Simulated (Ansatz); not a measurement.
## A relaxation, step by step

CH$_{4}$OSi, singlet, PBE0-D4/def2-TZVP (Ansatz 0.2.0). Settings:

```yaml
hamiltonian: {xc: pbe0, dispersion: d4}
relax: {f_tol: 0.005, max_steps: 200}
```

Start, a step off a saddle point along its unstable mode:

H1  (-0.675, -0.255, 0.938)
Si2  (0.658, -0.963, -0.650)
C3  (-0.332, 0.614, -0.447)
H4  (-0.543, 1.475, -1.097)
O5  (-1.026, 0.550, 0.636)
H6  (0.020, -1.165, 0.771)
H7  (1.900, -0.256, -0.151)
(Å)

```csv
step,energy less the last (meV),largest force component (eV/Å)
1,1342.7,4.794
2,738.8,0.767
3,545.5,1.325
4,344.4,1.259
5,180.6,0.765
6,107.8,1.039
7,54.1,0.541
8,8.4,0.266
9,7.2,0.375
10,1.3,0.089
11,0.3,0.071
12,0.1,0.033
13,0.0,0.013
14,0.0,0.004
```

Step 3, positions (Å) and forces (eV/Å):

```
atom       x       y       z      Fx      Fy      Fz
  H1  -0.924  -0.143   1.105  -0.894   1.121  -0.413
 Si2   0.695  -0.937  -0.641  -0.407   0.743   0.625
  C3  -0.336   0.612  -0.406   0.268  -0.223  -0.055
  H4  -0.446   1.468  -1.081   0.034  -0.084   0.037
  O5  -1.222   0.664   0.561   0.804  -1.325   0.344
  H6   0.215  -1.386   0.771   0.252  -0.100  -0.265
  H7   2.018  -0.278  -0.309  -0.056  -0.132  -0.273
```

Step 9, positions (Å) and forces (eV/Å):

| atom | x | y | z | Fx | Fy | Fz |
| --- | --- | --- | --- | --- | --- | --- |
| H1 | -1.610 | 0.049 | 1.076 | 0.008 | 0.090 | -0.111 |
| Si2 | 0.832 | -0.655 | -0.195 | -0.113 | 0.133 | -0.022 |
| C3 | -0.353 | 0.621 | -0.242 | 0.342 | -0.375 | 0.000 |
| H4 | -0.197 | 1.421 | -0.967 | -0.175 | -0.011 | 0.138 |
| O5 | -1.538 | 0.733 | 0.401 | -0.027 | 0.084 | 0.009 |
| H6 | 0.755 | -1.731 | 0.822 | -0.011 | 0.063 | -0.022 |
| H7 | 2.112 | -0.437 | -0.894 | -0.024 | 0.015 | 0.007 |

Step 10, positions (Å) and forces (eV/Å):

| atom | x | y | z | Fx | Fy | Fz |
| --- | --- | --- | --- | --- | --- | --- |
| H1 | -1.603 | 0.047 | 1.072 | -0.012 | -0.043 | 0.036 |
| Si2 | 0.819 | -0.679 | -0.230 | 0.020 | 0.003 | 0.005 |
| C3 | -0.343 | 0.612 | -0.245 | 0.037 | -0.049 | 0.036 |
| H4 | -0.213 | 1.427 | -0.954 | -0.022 | -0.021 | 0.011 |
| O5 | -1.524 | 0.732 | 0.403 | 0.000 | 0.089 | -0.067 |
| H6 | 0.743 | -1.707 | 0.835 | 0.011 | 0.020 | -0.032 |
| H7 | 2.120 | -0.431 | -0.881 | -0.033 | 0.000 | 0.011 |

Last step (14):

| atom | x (Å) | y (Å) | z (Å) |
| --- | --- | --- | --- |
| H1 | -1.6335 | 0.0585 | 1.0633 |
| Si2 | 0.8294 | -0.6719 | -0.2082 |
| C3 | -0.3434 | 0.6050 | -0.2347 |
| H4 | -0.2008 | 1.4124 | -0.9494 |
| O5 | -1.5290 | 0.7476 | 0.4003 |
| H6 | 0.7707 | -1.7253 | 0.8290 |
| H7 | 2.1066 | -0.4263 | -0.9003 |

Hardware: 2 CPU threads, shared host. Wall time about 26 s.
